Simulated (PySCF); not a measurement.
Compound: C3H3ClO.
Cartesian coordinates in Å at the PBE0-D3(BJ)/def2-SVP level; atoms count from 1:
```xyz
8
C3H3ClO angstrom
C     -0.2577    0.5907   -0.4823
C      0.9245    0.9028    0.0565
C      2.1482    0.8478   -0.7708
O      2.2217    0.5709   -1.9225
Cl     3.6092    1.2561    0.1719
H     -0.3254    0.2957   -1.5335
H     -1.1761    0.6211    0.1084
H      1.0369    1.1996    1.1008
```

The closed-shell ground state was solved at several levels (PySCF, density fitting, gas phase, non-relativistic).

```tsv
level	basis functions	HOMO (eV)	LUMO (eV)	gap (eV)	dipole (D)
PBE0/pcSseg-1	107	-8.69	-2.38	6.31	3.25
CAM-B3LYP/def2-SVPD	134	-10.14	-1.32	8.82	3.20
```

**Question.** Estimate the row for PBE/pcSseg-2, a basis of 229 functions; the other rows only guide the guess.

**Answer.** HOMO -7.13 eV, LUMO -3.37 eV, gap 3.76 eV, dipole 3.07 D.

**Question.** Over all these levels, which gives the widest orbital gap and which the narrowest?

**Answer.** CAM-B3LYP/def2-SVPD (range-separated hybrid) has the widest, 8.82 eV, and PBE/pcSseg-2 (GGA) the narrowest, 3.76 eV. Functional and basis both differ between the two, so the spread mixes both effects.

**Question.** How far do the dipole and the HOMO energy spread over the levels?

**Answer.** The dipole runs from 3.07 to 3.25 D (mean 3.17 D) and the HOMO from -10.14 to -7.13 eV.

One conformer stands for the species.
